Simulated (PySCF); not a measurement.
MgS at PBE0

Computed with PBE0; Mg def2-TZVPP, S def2-TZVPP; no relativity (PySCF 2.14).

```
state                                           : ¹Σ⁺ (singlet), closed shell
bond length                                     : 2.136 Å
harmonic wavenumber                             : 546 cm⁻¹
force constant                                  : 2.40 mdyn/Å
rotational constant Be                          : 0.2696 cm⁻¹
anharmonicity ωexe                              : 2.47 cm⁻¹
vibration–rotation constant αe                  : 0.00162 cm⁻¹
well depth De to Mg + S                         : 2.10 eV
dissociation energy D0                          : 2.07 eV
HOMO–LUMO gap                                   : 2.13 eV
bond order (Mayer)                              : 2.01
dipole moment (positive dipole means Mg(−)S(+)) : -7.74 D
```
